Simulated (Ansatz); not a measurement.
in.yaml

```yaml
crystal:
  periodic: [false, false, false]
  atoms:
    - {symbol: Al, position_ang: [0.000314, 0.074165, -0.092647]}
    - {symbol: H, position_ang: [-0.000519, -1.388800, -0.762149]}
    - {symbol: H, position_ang: [0.468095, -0.266854, 1.606210]}
    - {symbol: H, position_ang: [-0.475982, -0.329668, 1.636013]}
basis:
  gaussian: {orbitals: STO-3G}
magnetization: {spin_polarized: true, initial_magnetization: 2}
correlation: {method: bccd, electrons: outside_noble_gas}
output: {forces: true}
```

```sh
$ ansatz run in.yaml --threads 1 --pin off --events-out ev --progress --plain --max-ram 2393MiB
```

Problem. Roughly how long does this take on 1 thread of Intel Xeon 6975P-C, shared host, and how much host memory?

Solution. 0.15 s wall and 0.07 GiB.

```
129 factors; integrals over basis functions are off by at most 5.0e-5 eV
mean field evaluation 1: about -6542.7370 eV, gradient 7.5e0 eV
mean field evaluation 2: about -6542.7681 eV, gradient 7.4e0 eV
mean field evaluation 4: about -6543.8610 eV, gradient 1.7e0 eV
mean field evaluation 8: about -6543.9727 eV, gradient 4.1e-4 eV
mean field evaluation 16: about -6543.8486 eV, gradient 1.7e0 eV
mean field -6543.97134548 eV, -240.4865112833 hartree, gradient 1.5e-6 eV, S^2 2.001948; 0 other end points of the search recorded, 0 dependent functions left out
5 core orbitals not correlated: weight in the atoms' cores, before any rotation towards them, 1.000 or more for the frozen orbitals, at most 0.000 for the correlated occupied ones
reference -6543.97134548 eV, -240.4865112833 hartree; 4, 2 occupied and 3, 5 virtual orbitals, 129 factors
second order -0.87250438 eV of doubles, -0.00000000 eV of singles
cycle   1  -1.19994328 eV  change   -3.3e-1 eV  update   5.5e-2
cycle   2  -1.42275971 eV  change   -2.2e-1 eV  update   2.5e-2
cycle   3  -1.42648764 eV  change   -3.7e-3 eV  update   5.7e-3
cycle   4  -1.43133618 eV  change   -4.8e-3 eV  update   2.2e-3
cycle   5  -1.42886281 eV  change    2.5e-3 eV  update   6.4e-4
cycle   6  -1.42942275 eV  change   -5.6e-4 eV  update   2.0e-4
cycle   7  -1.42950357 eV  change   -8.1e-5 eV  update   6.0e-5
cycle   8  -1.42942841 eV  change    7.5e-5 eV  update   2.0e-5
cycle   9  -1.42945085 eV  change   -2.2e-5 eV  update   6.3e-6
cycle  10  -1.42944804 eV  change    2.8e-6 eV  update   2.8e-6
cycle  11  -1.42944790 eV  change    1.4e-7 eV  update   1.0e-6
the calculation of the forces begins
Total energy: -6545.40079339 eV, -240.5390425249 hartree
Atom 0 at     0.000314     0.074165    -0.092647 Å, force    -0.095039    -1.559170     0.233356 eV/Å
Atom 1 at    -0.000519    -1.388800    -0.762149 Å, force     0.054178     1.425497     0.743925 eV/Å
Atom 2 at     0.468095    -0.266854     1.606210 Å, force    -0.126138    -0.041129    -0.452019 eV/Å
Atom 3 at    -0.475982    -0.329668     1.636013 Å, force     0.166999     0.174802    -0.525262 eV/Å
Dipole moment:     0.003414     0.332495     0.139111 e Å
```

Forces (eV/Å):
```
Al  -0.095 -1.559  0.233
H    0.054  1.425  0.744
H   -0.126 -0.041 -0.452
H    0.167  0.175 -0.525
```
